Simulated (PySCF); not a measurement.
**Indirect couplings**

Geometry:
| atom | x (Å) | y (Å) | z (Å) |
| --- | --- | --- | --- |
| C1 | -0.545 | -0.567 | 0.000 |
| C2 | -0.217 | 0.757 | -0.018 |
| C3 | 0.765 | -0.188 | -0.003 |
| H4 | -1.304 | -1.355 | 0.009 |
| H5 | -0.520 | 1.808 | -0.034 |
| H6 | 1.827 | -0.452 | 0.003 |

Total charge +1.

Method: B3LYP/pcJ-1//PBE0-D3(BJ)/def2-SVP, PySCF; isolated molecule, single conformer, non-relativistic. Couplings are averaged over pairs made equivalent by symmetry, fast rotation or ring inversion, so a value needn't be that of the named pair in this geometry, while other rotamers aren't included; one pair stands for each set, and the list holds those of at least 0.8 Hz over up to four bonds.

Isotopes: ¹³C, ¹H.

```json
{"pair": "C1, C2", "bonds": "1", "J (Hz)": "27.4"}
{"pair": "C1, H4", "bonds": "1", "J (Hz)": "?"}
{"pair": "C1, H5", "bonds": "2", "J (Hz)": "?"}
```

Estimate the withheld couplings, with signs.

Answers


- ¹J(C1,H4) = 282.4 Hz (bond length 1.094 Å, sp2 carbon)
- ²J(C1,H5) = 1.9 Hz (angle at C2 150°)
